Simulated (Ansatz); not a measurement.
Relaxation of BFH3 (5 atoms, charge 0, multiplicity 2), to a largest force component of 0.03 eV/Å in at most 50 steps.

Theory: UKS B3LYP-D4/6-31G* (Ansatz 0.2.0).

```xyz
5
Properties=species:S:1:pos:R:3
B 0.000 0.000 -0.347
F 0.000 0.000 2.190
H 1.062 0.000 -0.898
H -1.062 0.000 -0.898
H 0.000 0.000 3.123
```

**Question.** Where does it end, and by what steps?

**Answer.** It converged. After 3 steps the energy has fallen by 0.125 eV; H5 moved furthest, 0.44 Å.

| step | energy less start (eV) | largest force component (eV/Å) | accepted |
| --- | --- | --- | --- |
| 0 | 0.0000 | 0.528 | yes |
| 1 | -0.0985 | 0.173 | yes |
| 2 | -0.1238 | 0.041 | yes |
| 3 | -0.1255 | 0.012 | yes |

```xyz
5
Properties=species:S:1:pos:R:3
B 0.000 0.000 -0.656
F 0.000 0.000 2.632
H 1.069 0.000 -1.186
H -1.069 0.000 -1.186
H 0.000 0.000 3.566
```

Whether the end is a true minimum wasn't checked by a vibrational analysis.

Run time: 2.5 s on 1 thread of Intel(R) Xeon(R) 6975P-C (Granite Rapids), with other jobs on the host, peak memory 0.12 GiB.
